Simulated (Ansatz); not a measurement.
The inner images of a band of H3N + H3Si (8 atoms, charge 0, multiplicity 2) are given out of order.

Level of theory: UKS LDA/def2-SVP (Ansatz).

Image 0:

```xyz
8
Properties=species:S:1:pos:R:3
Si 0.264 0.059 0.127
H 0.799 -0.606 2.756
H 1.042 0.114 -1.170
H -0.605 1.292 0.217
H -0.646 -1.146 0.089
N -0.039 -0.102 3.072
H -0.866 -0.499 2.611
H 0.052 0.889 2.818
```

Image 6:

```xyz
8
Properties=species:S:1:pos:R:3
Si -0.270 0.392 0.198
H -0.467 0.467 2.926
H 1.210 0.176 -0.008
H -0.793 1.270 -0.918
H -0.954 -0.953 0.117
N 0.237 -0.276 3.037
H -0.085 -1.119 2.545
H 1.123 0.042 2.625
```

Task: Put them in order from the first end to the last, with their energies above the first end.
A.
```xyz
8
Properties=species:S:1:pos:R:3
Si -0.179 0.256 0.009
H 0.526 -0.642 2.262
H 1.305 0.288 -0.280
H -0.901 1.219 -0.901
H -0.683 -1.149 -0.227
N 0.230 -0.305 3.190
H -0.798 -0.354 3.216
H 0.502 0.686 3.252
```
B.
```xyz
8
Properties=species:S:1:pos:R:3
Si -0.142 0.216 -0.093
H -0.322 0.473 2.431
H 1.345 0.233 -0.326
H -0.822 1.172 -1.051
H -0.698 -1.171 -0.277
N 0.213 -0.287 2.874
H -0.459 -0.805 3.458
H 0.886 0.169 3.506
```
C.
```xyz
8
Properties=species:S:1:pos:R:3
Si -0.115 0.193 -0.175
H 0.040 -0.011 2.172
H 1.374 0.216 -0.393
H -0.821 1.195 -1.051
H -0.676 -1.192 -0.353
N 0.248 -0.355 3.136
H -0.679 -0.514 3.560
H 0.630 0.469 3.627
```
D.
```xyz
8
Properties=species:S:1:pos:R:3
Si -0.011 0.157 0.101
H 0.755 -0.782 2.683
H 1.284 0.216 -0.678
H -0.924 1.276 -0.340
H -0.691 -1.165 -0.168
N 0.106 -0.153 3.176
H -0.849 -0.360 2.854
H 0.332 0.811 2.895
```
E.
```xyz
8
Properties=species:S:1:pos:R:3
Si -0.200 0.270 0.054
H -0.368 0.567 2.543
H 1.282 0.261 -0.227
H -0.887 1.240 -0.880
H -0.754 -1.116 -0.162
N 0.094 -0.098 3.187
H -0.270 -1.041 3.003
H 1.105 -0.083 3.004
```

Result: D (+3.7 kJ/mol), A (+9.6 kJ/mol), C (+23.0 kJ/mol), B (+11.1 kJ/mol), E (+4.5 kJ/mol).

The run took 64 s on 1 thread of Arm Neoverse V2, with other jobs on the host, peak memory 0.12 GiB.
